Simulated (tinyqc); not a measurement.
Inside a calculation (part 2 of 2). Method: UKS/LDA (VWN5) in the sto-3g basis, for H2O, spin multiplicity 3. Computed by tinyqc, a small Python program that keeps every step (integrals from PySCF). Command: `OMP_NUM_THREADS=1 python tinyqc.py 23530 23531 out.jsonl` (the two numbers bound the seeds that draw the settings). One thread of a shared host (Intel(R) Xeon(R) Processor @ 2.60GHz), about 2 s of CPU time with the checks.

Geometry (angstrom):
```
atom        x         y        z
O     0.00000   0.00000  0.00000
H     0.00000   0.89200  0.80200
H     0.00000  -0.89200  0.80200
```

## Iteration 2: exchange-correlation on the grid

D(alpha) after iteration 1, order 1O 1s, 1O 2s, 1O 2px, 1O 2py, 1O 2pz, 2H 1s, 3H 1s:
$$\begin{pmatrix}
1.06534 & -0.29117 & 0.00000 & 0.00000 & -0.02383 & 0.05892 & 0.05892 \\
-0.29117 & 1.33207 & 0.00000 & 0.00000 & 0.16082 & -0.39760 & -0.39760 \\
0.00000 & 0.00000 & 1.00000 & 0.00000 & 0.00000 & 0.00000 & 0.00000 \\
0.00000 & 0.00000 & 0.00000 & 0.27274 & 0.00000 & 0.12053 & -0.12053 \\
-0.02383 & 0.16082 & 0.00000 & 0.00000 & 1.09484 & -0.23448 & -0.23448 \\
0.05892 & -0.39760 & 0.00000 & 0.12053 & -0.23448 & 0.95167 & 0.20771 \\
0.05892 & -0.39760 & 0.00000 & -0.12053 & -0.23448 & 0.20771 & 0.95167
\end{pmatrix}$$

D(beta) after iteration 1, order 1O 1s, 1O 2s, 1O 2px, 1O 2py, 1O 2pz, 2H 1s, 3H 1s:
$$\begin{pmatrix}
1.06146 & -0.26811 & 0.00000 & 0.00000 & 0.02973 & 0.02779 & 0.02779 \\
-0.26811 & 1.19178 & 0.00000 & 0.00000 & -0.14634 & -0.20141 & -0.20141 \\
0.00000 & 0.00000 & 0.00000 & 0.00000 & 0.00000 & 0.00000 & 0.00000 \\
0.00000 & 0.00000 & 0.00000 & 0.31533 & 0.00000 & 0.15567 & -0.15567 \\
0.02973 & -0.14634 & 0.00000 & 0.00000 & 0.32451 & 0.15962 & 0.15962 \\
0.02779 & -0.20141 & 0.00000 & 0.15567 & 0.15962 & 0.61982 & -0.03493 \\
0.02779 & -0.20141 & 0.00000 & -0.15567 & 0.15962 & -0.03493 & 0.61982
\end{pmatrix}$$

Becke grid with 30 radial and 50 angular points per atom, points of zero weight dropped. rho = sum D_ij phi_i phi_j; V_xc,ij = sum w v_xc phi_i phi_j; v_xc is d(rho eps)/d rho(s) for spin s.

The 16 grid points with the largest w rho, of 4460 (bohr, atomic units):
```
x                y         z        w  rho(alpha)  rho(beta)    eps_xc  v_xc(alpha)
-0.70470   0.00000  -0.70470  0.05641     0.27972    0.13243  -0.62701     -0.87061
0.70470    0.00000  -0.70470  0.05641     0.27972    0.13243  -0.62701     -0.87061
-0.85664   0.00000  -0.85664  0.09578     0.16047    0.07369  -0.52640     -0.72916
0.85664    0.00000  -0.85664  0.09578     0.16047    0.07369  -0.52640     -0.72916
0.70470    0.00000   0.70470  0.05607     0.29880    0.09596  -0.63261     -0.88330
-0.70470   0.00000   0.70470  0.05607     0.29880    0.09596  -0.63261     -0.88330
-0.30049  -0.30049  -0.90146  0.05041     0.26674    0.16645  -0.62910     -0.86248
-0.30049   0.30049  -0.90146  0.05041     0.26674    0.16645  -0.62910     -0.86248
0.30049   -0.30049  -0.90146  0.05041     0.26674    0.16645  -0.62910     -0.86248
0.30049    0.30049  -0.90146  0.05041     0.26674    0.16645  -0.62910     -0.86248
-0.36527  -0.36527  -1.09582  0.08559     0.15314    0.09346  -0.52830     -0.72314
-0.36527   0.36527  -1.09582  0.08559     0.15314    0.09346  -0.52830     -0.72314
0.36527   -0.36527  -1.09582  0.08559     0.15314    0.09346  -0.52830     -0.72314
0.36527    0.36527  -1.09582  0.08559     0.15314    0.09346  -0.52830     -0.72314
0.00000   -0.70470  -0.70470  0.05640     0.20681    0.16610  -0.59630     -0.80086
0.00000    0.70470  -0.70470  0.05640     0.20681    0.16610  -0.59630     -0.80086
```

electrons on the grid, sum of w rho = 10.00137

E_xc = sum of w rho eps_xc = -8.5081049 hartree

V_xc(alpha) (hartree), order 1O 1s, 1O 2s, 1O 2px, 1O 2py, 1O 2pz, 2H 1s, 3H 1s:
$$\begin{pmatrix}
-2.92573 & -0.41926 & 0.00000 & 0.00000 & -0.00127 & -0.05469 & -0.05469 \\
-0.41926 & -0.79723 & 0.00000 & 0.00000 & -0.01497 & -0.20950 & -0.20950 \\
0.00000 & 0.00000 & -0.80087 & 0.00000 & 0.00000 & 0.00000 & 0.00000 \\
0.00000 & 0.00000 & 0.00000 & -0.76235 & 0.00000 & -0.12952 & 0.12952 \\
-0.00127 & -0.01497 & 0.00000 & 0.00000 & -0.81443 & -0.12482 & -0.12482 \\
-0.05469 & -0.20950 & 0.00000 & -0.12952 & -0.12482 & -0.51699 & -0.08069 \\
-0.05469 & -0.20950 & 0.00000 & 0.12952 & -0.12482 & -0.08069 & -0.51699
\end{pmatrix}$$

V_xc(beta) (hartree), order 1O 1s, 1O 2s, 1O 2px, 1O 2py, 1O 2pz, 2H 1s, 3H 1s:
$$\begin{pmatrix}
-2.89412 & -0.39672 & 0.00000 & 0.00000 & 0.00217 & -0.05181 & -0.05181 \\
-0.39672 & -0.69208 & 0.00000 & 0.00000 & 0.00127 & -0.18719 & -0.18719 \\
0.00000 & 0.00000 & -0.65458 & 0.00000 & 0.00000 & 0.00000 & 0.00000 \\
0.00000 & 0.00000 & 0.00000 & -0.70130 & 0.00000 & -0.12086 & 0.12086 \\
0.00217 & 0.00127 & 0.00000 & 0.00000 & -0.70538 & -0.11123 & -0.11123 \\
-0.05181 & -0.18719 & 0.00000 & -0.12086 & -0.11123 & -0.48053 & -0.07381 \\
-0.05181 & -0.18719 & 0.00000 & 0.12086 & -0.11123 & -0.07381 & -0.48053
\end{pmatrix}$$

## Iteration 2: building the Kohn-Sham matrix

core Hamiltonian H = T + V (hartree), order 1O 1s, 1O 2s, 1O 2px, 1O 2py, 1O 2pz, 2H 1s, 3H 1s:
$$\begin{pmatrix}
-32.49756 & -7.55994 & 0.00000 & 0.00000 & -0.01322 & -0.97809 & -0.97809 \\
-7.55994 & -9.12384 & 0.00000 & 0.00000 & -0.16388 & -2.42579 & -2.42579 \\
0.00000 & 0.00000 & -7.28218 & 0.00000 & 0.00000 & 0.00000 & 0.00000 \\
0.00000 & 0.00000 & 0.00000 & -7.36181 & 0.00000 & -1.36400 & 1.36400 \\
-0.01322 & -0.16388 & 0.00000 & 0.00000 & -7.34655 & -1.26856 & -1.26856 \\
-0.97809 & -2.42579 & 0.00000 & -1.36400 & -1.26856 & -4.24281 & -0.92306 \\
-0.97809 & -2.42579 & 0.00000 & 1.36400 & -1.26856 & -0.92306 & -4.24281
\end{pmatrix}$$

nuclear repulsion = 7.3550951 hartree

Given earlier and not repeated: Two-electron integrals (ij|kl) in chemists' order.

J_ij = sum D_kl (ij|kl) with D = D(alpha) + D(beta); F = H + J + V_xc; E = tr D H + tr D J / 2 + E_xc + E_nn.

Coulomb J (hartree), order 1O 1s, 1O 2s, 1O 2px, 1O 2py, 1O 2pz, 2H 1s, 3H 1s:
$$\begin{pmatrix}
16.45725 & 3.06352 & 0.00000 & 0.00000 & 0.01319 & 0.39522 & 0.39522 \\
3.06352 & 7.57657 & 0.00000 & 0.00000 & 0.16807 & 2.07594 & 2.07594 \\
0.00000 & 0.00000 & 7.52219 & 0.00000 & 0.00000 & 0.00000 & 0.00000 \\
0.00000 & 0.00000 & 0.00000 & 7.56602 & 0.00000 & 1.29217 & -1.29217 \\
0.01319 & 0.16807 & 0.00000 & 0.00000 & 7.61763 & 1.21312 & 1.21312 \\
0.39522 & 2.07594 & 0.00000 & 1.29217 & 1.21312 & 4.57541 & 0.84172 \\
0.39522 & 2.07594 & 0.00000 & -1.29217 & 1.21312 & 0.84172 & 4.57541
\end{pmatrix}$$

F(alpha) (hartree), order 1O 1s, 1O 2s, 1O 2px, 1O 2py, 1O 2pz, 2H 1s, 3H 1s:
$$\begin{pmatrix}
-18.96605 & -4.91568 & 0.00000 & 0.00000 & -0.00130 & -0.63756 & -0.63756 \\
-4.91568 & -2.34449 & 0.00000 & 0.00000 & -0.01079 & -0.55936 & -0.55936 \\
0.00000 & 0.00000 & -0.56086 & 0.00000 & 0.00000 & 0.00000 & 0.00000 \\
0.00000 & 0.00000 & 0.00000 & -0.55814 & 0.00000 & -0.20135 & 0.20135 \\
-0.00130 & -0.01079 & 0.00000 & 0.00000 & -0.54335 & -0.18026 & -0.18026 \\
-0.63756 & -0.55936 & 0.00000 & -0.20135 & -0.18026 & -0.18438 & -0.16203 \\
-0.63756 & -0.55936 & 0.00000 & 0.20135 & -0.18026 & -0.16203 & -0.18438
\end{pmatrix}$$

F(beta) (hartree), order 1O 1s, 1O 2s, 1O 2px, 1O 2py, 1O 2pz, 2H 1s, 3H 1s:
$$\begin{pmatrix}
-18.93443 & -4.89314 & 0.00000 & 0.00000 & 0.00214 & -0.63467 & -0.63467 \\
-4.89314 & -2.23934 & 0.00000 & 0.00000 & 0.00545 & -0.53704 & -0.53704 \\
0.00000 & 0.00000 & -0.41457 & 0.00000 & 0.00000 & 0.00000 & 0.00000 \\
0.00000 & 0.00000 & 0.00000 & -0.49709 & 0.00000 & -0.19269 & 0.19269 \\
0.00214 & 0.00545 & 0.00000 & 0.00000 & -0.43430 & -0.16667 & -0.16667 \\
-0.63467 & -0.53704 & 0.00000 & -0.19269 & -0.16667 & -0.14792 & -0.15515 \\
-0.63467 & -0.53704 & 0.00000 & 0.19269 & -0.16667 & -0.15515 & -0.14792
\end{pmatrix}$$

total energy of this density = -73.9995211 hartree

This density is a damped mixture and is not idempotent.

## Iteration 2: diagonalisation and new density

X, order 1O 1s, 1O 2s, 1O 2px, 1O 2py, 1O 2pz, 2H 1s, 3H 1s:
$$\begin{pmatrix}
-0.37893 & 0.00000 & 0.71023 & 0.00000 & 0.61743 & 0.00000 & 0.19002 \\
0.96318 & 0.00000 & -0.30594 & 0.00000 & 0.33414 & 0.00000 & 0.44621 \\
0.00000 & 0.00000 & 0.00000 & 1.00000 & 0.00000 & 0.00000 & 0.00000 \\
0.00000 & 0.79638 & 0.00000 & 0.00000 & 0.00000 & 0.71013 & 0.00000 \\
0.48022 & 0.00000 & 0.67661 & 0.00000 & -0.59368 & 0.00000 & 0.23233 \\
-0.60016 & -0.73136 & -0.19902 & 0.00000 & -0.16431 & 0.38663 & 0.39101 \\
-0.60016 & 0.73136 & -0.19902 & 0.00000 & -0.16431 & -0.38663 & 0.39101
\end{pmatrix}$$

overlap S, order 1O 1s, 1O 2s, 1O 2px, 1O 2py, 1O 2pz, 2H 1s, 3H 1s:
$$\begin{pmatrix}
1.00000 & 0.23670 & 0.00000 & 0.00000 & 0.00000 & 0.03035 & 0.03035 \\
0.23670 & 1.00000 & 0.00000 & 0.00000 & 0.00000 & 0.33091 & 0.33091 \\
0.00000 & 0.00000 & 1.00000 & 0.00000 & 0.00000 & 0.00000 & 0.00000 \\
0.00000 & 0.00000 & 0.00000 & 1.00000 & 0.00000 & 0.22494 & -0.22494 \\
0.00000 & 0.00000 & 0.00000 & 0.00000 & 1.00000 & 0.20224 & 0.20224 \\
0.03035 & 0.33091 & 0.00000 & 0.22494 & 0.20224 & 1.00000 & 0.16822 \\
0.03035 & 0.33091 & 0.00000 & -0.22494 & 0.20224 & 0.16822 & 1.00000
\end{pmatrix}$$

Diagonalise F' = X^T F X, C = X C', fill 6 alpha and 4 beta electrons from the bottom; D(s) = C_occ C_occ^T; the new density keeps 0.2 of the old one (damping). Each column has its largest component positive (the first on a tie).

F' = X^T F X (alpha) (hartree):
$$\begin{pmatrix}
-0.77322 & 0.00000 & 2.23493 & 0.00000 & 2.16669 & 0.00000 & 0.58190 \\
0.00000 & 0.09120 & 0.00000 & 0.00000 & 0.00000 & -0.21785 & 0.00000 \\
2.23493 & 0.00000 & -7.60186 & 0.00000 & -7.80298 & 0.00000 & -3.69742 \\
0.00000 & 0.00000 & 0.00000 & -0.56086 & 0.00000 & 0.00000 & 0.00000 \\
2.16669 & 0.00000 & -7.80298 & 0.00000 & -9.41407 & 0.00000 & -4.35441 \\
0.00000 & -0.21785 & 0.00000 & 0.00000 & 0.00000 & -0.50927 & 0.00000 \\
0.58190 & 0.00000 & -3.69742 & 0.00000 & -4.35441 & 0.00000 & -2.76816
\end{pmatrix}$$

orbital energies (alpha) (hartree): MO1 -18.97770, MO2 -1.13490, MO3 -0.57998, MO4 -0.56086, MO5 -0.55861, MO6 0.11391, MO7 0.16191

coefficients C (alpha), order 1O 1s, 1O 2s, 1O 2px, 1O 2py, 1O 2pz, 2H 1s, 3H 1s:
$$\begin{pmatrix}
0.99317 & -0.26507 & 0.00000 & 0.00000 & 0.02041 & 0.09102 & 0.00000 \\
0.02881 & 1.01043 & 0.00000 & 0.00000 & -0.10870 & -0.54632 & 0.00000 \\
0.00000 & 0.00000 & 0.00000 & 1.00000 & 0.00000 & 0.00000 & 0.00000 \\
0.00000 & 0.00000 & 0.92130 & 0.00000 & 0.00000 & 0.00000 & -0.53825 \\
0.00211 & 0.01356 & 0.00000 & 0.00000 & 0.94141 & -0.45650 & 0.00000 \\
-0.00511 & 0.02571 & 0.14196 & 0.00000 & 0.11529 & 0.75214 & 0.81500 \\
-0.00511 & 0.02571 & -0.14196 & 0.00000 & 0.11529 & 0.75214 & -0.81500
\end{pmatrix}$$

F' = X^T F X (beta) (hartree):
$$\begin{pmatrix}
-0.68208 & 0.00000 & 2.25173 & 0.00000 & 2.16600 & 0.00000 & 0.62874 \\
0.00000 & 0.14140 & 0.00000 & 0.00000 & 0.00000 & -0.20371 & 0.00000 \\
2.25173 & 0.00000 & -7.53944 & 0.00000 & -7.83505 & 0.00000 & -3.68850 \\
0.00000 & 0.00000 & 0.00000 & -0.41457 & 0.00000 & 0.00000 & 0.00000 \\
2.16600 & 0.00000 & -7.83505 & 0.00000 & -9.34993 & 0.00000 & -4.35451 \\
0.00000 & -0.20371 & 0.00000 & 0.00000 & 0.00000 & -0.46014 & 0.00000 \\
0.62874 & 0.00000 & -3.68850 & 0.00000 & -4.35451 & 0.00000 & -2.69808
\end{pmatrix}$$

orbital energies (beta) (hartree): MO1 -18.94522, MO2 -1.03545, MO3 -0.52264, MO4 -0.45924, MO5 -0.41457, MO6 0.17036, MO7 0.20389

coefficients C (beta), order 1O 1s, 1O 2s, 1O 2px, 1O 2py, 1O 2pz, 2H 1s, 3H 1s:
$$\begin{pmatrix}
0.99345 & -0.26235 & 0.00000 & 0.02026 & 0.00000 & 0.09567 & 0.00000 \\
0.02763 & 0.99976 & 0.00000 & -0.11707 & 0.00000 & -0.56398 & 0.00000 \\
0.00000 & 0.00000 & 0.00000 & 0.00000 & 1.00000 & 0.00000 & 0.00000 \\
0.00000 & 0.00000 & 0.91247 & 0.00000 & 0.00000 & 0.00000 & -0.55308 \\
0.00180 & -0.01389 & 0.00000 & 0.91882 & 0.00000 & -0.50042 & 0.00000 \\
-0.00484 & 0.04046 & 0.15513 & 0.15123 & 0.00000 & 0.74509 & 0.81260 \\
-0.00484 & 0.04046 & -0.15513 & 0.15123 & 0.00000 & 0.74509 & -0.81260
\end{pmatrix}$$

D(alpha) after iteration 2, order 1O 1s, 1O 2s, 1O 2px, 1O 2py, 1O 2pz, 2H 1s, 3H 1s:
$$\begin{pmatrix}
1.06534 & -0.29117 & 0.00000 & 0.00000 & -0.02383 & 0.05892 & 0.05892 \\
-0.29117 & 1.33207 & 0.00000 & 0.00000 & 0.16082 & -0.39760 & -0.39760 \\
0.00000 & 0.00000 & 1.00000 & 0.00000 & 0.00000 & 0.00000 & 0.00000 \\
0.00000 & 0.00000 & 0.00000 & 0.73359 & 0.00000 & 0.12874 & -0.12874 \\
-0.02383 & 0.16082 & 0.00000 & 0.00000 & 1.09484 & -0.23448 & -0.23448 \\
0.05892 & -0.39760 & 0.00000 & 0.12874 & -0.23448 & 0.67021 & 0.48917 \\
0.05892 & -0.39760 & 0.00000 & -0.12874 & -0.23448 & 0.48917 & 0.67021
\end{pmatrix}$$

D(beta) after iteration 2, order 1O 1s, 1O 2s, 1O 2px, 1O 2py, 1O 2pz, 2H 1s, 3H 1s:
$$\begin{pmatrix}
1.05724 & -0.24339 & 0.00000 & 0.00000 & 0.02518 & -0.00433 & -0.00433 \\
-0.24339 & 1.04955 & 0.00000 & 0.00000 & -0.12639 & -0.02219 & -0.02219 \\
0.00000 & 0.00000 & 0.00000 & 0.00000 & 0.00000 & 0.00000 & 0.00000 \\
0.00000 & 0.00000 & 0.00000 & 0.72915 & 0.00000 & 0.14437 & -0.14437 \\
0.02518 & -0.12639 & 0.00000 & 0.00000 & 0.74044 & 0.14263 & 0.14263 \\
-0.00433 & -0.02219 & 0.00000 & 0.14437 & 0.14263 & 0.16284 & -0.00661 \\
-0.00433 & -0.02219 & 0.00000 & -0.14437 & 0.14263 & -0.00661 & 0.16284
\end{pmatrix}$$

## Convergence

Stop when the energy changes by less than 1e-10 hartree and every element of the error matrix X^T (F D S - S D F) X (for each spin) is below 3e-06.

Course of the cycle:
```
iteration  E (hartree)     change  largest element of the error matrix
1          -73.6612475          -                             3.02e-01
2          -73.9995211  -3.38e-01                             2.54e-01
3          -74.2921748  -2.93e-01                             1.59e-01
4          -74.3803597  -8.82e-02                             1.56e-01
5          -74.4297196  -4.94e-02                             1.10e-01
6          -74.4485406  -1.88e-02                             1.03e-01
7          -74.4627901  -1.42e-02                             7.69e-02
8          -74.4696435  -6.85e-03                             7.00e-02
9          -74.4753262  -5.68e-03                             5.47e-02
10         -74.4784584  -3.13e-03                             4.89e-02
11         -74.4810402  -2.58e-03                             3.92e-02
12         -74.4825877  -1.55e-03                             3.46e-02
13         -74.4838304  -1.24e-03                             2.82e-02
14         -74.4846177  -7.87e-04                             2.46e-02
...                ...        ...                                  ...
69         -74.4083196   4.82e-09                             7.86e-02
70         -74.4083196  -3.77e-09                             7.86e-02
71         -74.4083196   2.95e-09                             7.86e-02
72         -74.4083196  -2.31e-09                             7.86e-02
73         -74.4083196   1.81e-09                             7.86e-02
74         -74.4083196  -1.42e-09                             7.86e-02
75         -74.4083196   1.11e-09                             7.86e-02
76         -74.4083196  -8.67e-10                             7.86e-02
77         -74.4083196   6.79e-10                             7.86e-02
78         -74.4083196  -5.31e-10                             7.86e-02
79         -74.4083196   4.16e-10                             7.86e-02
80         -74.4083196  -3.25e-10                             7.86e-02
81         -74.4083196   2.55e-10                             7.86e-02
82         -74.4083196  -1.99e-10                             7.86e-02
```

PySCF UKS in the same basis, fine grid, after a stability check = -74.4850945 hartree

Not converged within the cap of 82 iterations: the residual has stopped falling. Reruns (cap 100 unless said): DIIS 8: converged in 9; damping 0.5: converged in 34; level shift 0.5: converged in 21; atomic densities as start, DIIS 8: converged in 7; the original settings with a cap of 400: not converged.
